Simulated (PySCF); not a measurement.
Computed with B3LYP-D3(BJ)/def2-TZVP // PBE-D3(BJ)/def2-SVP (PySCF 2.14.0). All species are isolated molecules in the gas phase. B3LYP has the VWN-RPA correlation part, as in Gaussian. 

Reference species (SMILES): `[NH2]` (neutral, multiplicity 2).

```
Item                              Value
-----------------------------  --------
dipole moment                    1.96 D
highest occupied spin orbital  -8.57 eV
```

Changed species: `[OH]` (free radical OH; the reference has free radical NH2).

Task: Predict the effect on the dipole moment and highest occupied spin orbital.

Result: the dipole moment falls by 0.18 D, to 1.78 D; the highest occupied spin orbital decreases by 0.25 eV, to -8.82 eV.
